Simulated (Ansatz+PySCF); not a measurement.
Values are calculated unless marked as measured or tabulated.
Input for Ansatz (development build ahead of 0.2.0):

```yaml
crystal:
  periodic: [false, false, false]
  atoms:
    - { symbol: C, position_ang: [1.29035, 0.12449, 0.00383] }
    - { symbol: C, position_ang: [-0.00173, 0.48622, 0.00687] }
    - { symbol: H, position_ang: [1.59759, -0.91517, 0.00522] }
    - { symbol: H, position_ang: [2.09015, 0.87637, 0.0034] }
    - { symbol: H, position_ang: [-0.26801, 1.54483, 0.00087] }
    - { symbol: C, position_ang: [-1.14335, -0.4911, -0.00925] }
    - { symbol: H, position_ang: [-0.77278, -1.53241, 0.00051] }
    - { symbol: H, position_ang: [-1.76588, -0.3548, 0.87873] }
    - { symbol: H, position_ang: [-1.78441, -0.3573, -0.88167] }
basis:
  gaussian: { orbitals: cc-pVTZ }
total_charge: 1
magnetization:
  spin_polarized: true
  initial_magnetization: 1
hamiltonian:
  xc: hf
correlation:
  method: mp2
  frozen_orbitals: { C: 1, H: 0 }
```

The input is written out in the form of the current development build from the run's settings.

The run gave:

- Converged: yes
- Reference energy: -116.81026 hartree
- Correlation energy: -0.44757 hartree
- Total energy: -117.25783 hartree
- Spin squared of the determinant: 0.756
- Stability test: minimum
